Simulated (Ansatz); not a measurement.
# BPH2+ (doublet): the correlation ladder, cc-pVTZ

Aim: climb from Hartree-Fock through coupled cluster for BPH2+ (doublet) at one geometry and basis, and see what each rung misses.

Program: Ansatz 0.2.0, Gaussian basis. Level of theory: cc-pVTZ, core rule «outside noble gas», up to 6 orbitals frozen. These are calculated values, not measurements.

Plan: UHF; CCSD(T) on ROHF; CCSD(T) on UHF; BCCD(T) on ROHF; CCSDT(Q) on ROHF; CCSDT(Q) on UHF.

6 further runs of the same task are left out: 2 for a known fault of the program, 4 set aside as unsound or not needed.

### 1 The system

The geometry is a PBE0/def2-TZVP stationary point (not a proven minimum) of the parent state, kept for this charge and spin.

4 atoms, charge 1, spin multiplicity 2.

Atoms are counted from 1 here; the program's logs count them from 0.

Bond lengths: B1–P2 1.735 Å, B1–H3 1.204 Å, B1–H4 1.204 Å. Angles: P2–B1–H3 120.2°, P2–B1–H4 120.2°, H3–B1–H4 119.5°.

### 2 UHF

Input file in.yaml:

```yaml
crystal:
  periodic: [false, false, false]
  atoms:
    - {symbol: B, position_ang: [0.000000, 0.000000, 1.199314]}
    - {symbol: P, position_ang: [0.000000, 0.000000, -0.536099]}
    - {symbol: H, position_ang: [0.000000, 1.039861, 1.805269]}
    - {symbol: H, position_ang: [0.000000, -1.039862, 1.805269]}
basis:
  gaussian: {orbitals: cc-pVTZ}
total_charge: 1
magnetization: {spin_polarized: true, initial_magnetization: 1}
hamiltonian: {xc: hf}
output: {orbitals: {seedname: orbitals}}
```

Run with:

```console
$ ansatz run in.yaml --threads 1 --pin off --events-out ev --progress --plain --max-ram 4096MiB --backend cpu
```

After this run come: CCSD(T) on ROHF; CCSD(T) on UHF; BCCD(T) on ROHF; CCSDT(Q) on ROHF; CCSDT(Q) on UHF.

**Question.** What will the summary of the whole plan be? Wanted: UCCSDT(Q) below the RHF energy; RMP2 from UCCSDT(Q); UMP2 from UCCSDT(Q); RCCSD from UCCSDT(Q); RCCSD(T) from UCCSDT(Q); UCCSD(T) from UCCSDT(Q); RCCSDT(Q) from UCCSDT(Q); T1 diagnostic.

**Answer**, as computed:

```
                         quantity                      value
   UCCSDT(Q) below the RHF energy                 -6.5568 eV
              RMP2 from UCCSDT(Q)                +1318.5 meV
              UMP2 from UCCSDT(Q)                +1342.8 meV
             RCCSD from UCCSDT(Q)                 +306.6 meV
          RCCSD(T) from UCCSDT(Q)                  +59.0 meV
          UCCSD(T) from UCCSDT(Q)                  +59.6 meV
         RCCSDT(Q) from UCCSDT(Q)                   +1.8 meV
levels within 1 kcal/mol (43 meV)  RCCSDT, UCCSDT, RCCSDT(Q)
                    T1 diagnostic                      0.029
```

What this shows: RCCSD(T) lands +59.0 meV from the yardstick (0.9 % of the correlation energy). Coupled cluster took another determinant than the lowest Hartree-Fock one. These misses are within one basis, not against nature; the frozen cores of restricted and unrestricted runs differ, which can shift their rows.
